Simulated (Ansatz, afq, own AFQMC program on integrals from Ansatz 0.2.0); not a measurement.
## Atomization energy of BNH3, doublet

```xyz
5

B     0.0000    0.0246    0.7072
N     0.0000   -0.0432   -0.6198
H     0.0000    1.1152    1.2324
H     0.0000   -0.9691    1.3860
H     0.0000    0.1907   -1.5912
```

Connectivity, by distances: BH2–NH.

Atoms in their ground-state spins without spin–orbit coupling (mostly on UHF) minus the molecule (UHF), without zero-point energy. The geometry is a stationary point, not shown to be a minimum.

Basis cc-pVDZ. Noble-gas cores (and the filled d shells of Ga–Kr and In–Xe) are frozen. Ansatz 0.2.0 and our own AFQMC program on the same integrals; the CISD trial comes from CCSD amplitudes, and released means the phaseless constraint is let go. Free AFQMC starts from the CCSD state and is never constrained. Its projection time is finite, and what remains of the start isn't in its error. ± is one standard error of the sampling. The errors of all members are added in quadrature.

No full CI on the walks' own integrals is used here. The released AFQMC energy serves as the reference, which it does only where one determinant dominates, the energy is flat over the last release times and near the phaseless one (40 meV or 2 meV an electron, half that with transition metals). On small molecules, where full CI could be run and the noise was under 10 meV, such values lay within 10 meV of it in 19 cases of 20, a flattering rate, since the rule was set on those same cases; what remains of the bias isn't in the error bar. Each member takes its own surest rung, up to full CI.

The best estimate is CCSD(T) at the basis-set limit (CBS: def2-TZVPP and def2-QZVPP, with their diffuse functions for anions and beside diffuse sets, MP2 extrapolated, CCSD(T) minus MP2 from TZVPP) plus the step from CCSD(T) to AFQMC with the constraint released in cc-pVDZ. Rows without CBS are in cc-pVDZ, the functionals in def2-TZVP; B2PLYP and the wave-function rows carry a basis error of their own. Core correlation and relativity beyond core potentials are missing, and ± holds the sampling alone.

Cautions: BNH₃ (doublet): the released value is read at 2.40 1/Eh with a noise of 20 meV, more than in the cases checked (meV from the phaseless value at times in 1/Eh: -6 ± 10 at 0.24, -22 ± 11 at 0.51, -29 ± 13 at 0.99, -15 ± 13 at 1.62, -23 ± 20 at 2.40).

Question: Estimate: order these levels by their error in the atomization energy against the best estimate, smallest first.
A. wB97M-V
B. B3LYP
C. HF
D. CCSD

Answer: A (5.6 kcal/mol), B (9.7 kcal/mol), D (37.9 kcal/mol), C (109.5 kcal/mol).

Best estimate: 378.1 ± 0.5 kcal/mol.

Best estimates are given only where the step beyond CCSD(T) is under 0.3 eV and no member's determinant is very poor (T1 over 0.05, or 0.07 for open shells, ⟨S²⟩ too high by 0.3, two states mixed), so the hardest cases are missing from such tables.

The functionals ran in a triple-zeta set and keep a basis error of their own, a few kJ/mol for each bond in atomization energies and more for double hybrids, so close places among them and the extrapolated levels can swap.

Each member of a difference takes its own highest rung, so a best estimate needn't equal the limit plus the step of one row. A walk keeps the symmetry of its determinant, which the program's search chose and which needn't be the lowest solution, so a lower state of the same spin and another symmetry isn't excluded. Released energies are given only where the last usable release times agree within the noise; a slower fall can still hide under it.
